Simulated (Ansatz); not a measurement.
Consider the hydrogenolysis of the Si–C bond: `CC[SiH2]C` + H₂ → `C[SiH3]` + `CC`.

Gas-phase electronic energies from Ansatz, PBE0-D4/def2-TZVP geometries. CCSD(T)/CBS adds triple-zeta CCSD(T) − MP2 to the extrapolated MP2 energy (def2 sets, frozen cores). This one scheme is used for every species. Each species was taken in one conformer, which may not be the lowest.

```csv
species,CCSD(T)/CBS(def2) energy (Eh)
`CC[SiH2]C`,-409.27248
H₂,-1.17544
`C[SiH3]`,-330.73916
`CC`,-79.71954
```

Q: Work out ΔE.

A: ΔE = (-330.73916) + (-79.71954) − (-409.27248) − (-1.17544) = -0.01078 Eh = -28.3 kJ/mol.

Q: What do rigid-rotor, harmonic-oscillator terms from PBE0-D4/def2-TZVP frequencies (298.15 K, 1 bar) make of the CCSD(T)/CBS value? (An estimate is asked.)

A: Computed: ΔZPE = +17.2 kJ/mol, ΔH = -15.5 kJ/mol, ΔS = 17 J/(mol·K), ΔG = -20.5 kJ/mol.

Largest T1 diagnostic among the species: 0.010.

Leaving LDA and LC-ωPBE aside and taking each functional with its dispersion term where it has one, the values, not all of them listed here, spread over 16.4 kJ/mol, from B2PLYP to revPBE-D4. LDA lies +8.8 kJ/mol from PBE without D4. In def2-TZVPP, CCSD(T) changes the Hartree–Fock value by +27.1 kJ/mol (the triples alone add +4.9 kJ/mol) and MP2 by +33.2 kJ/mol.
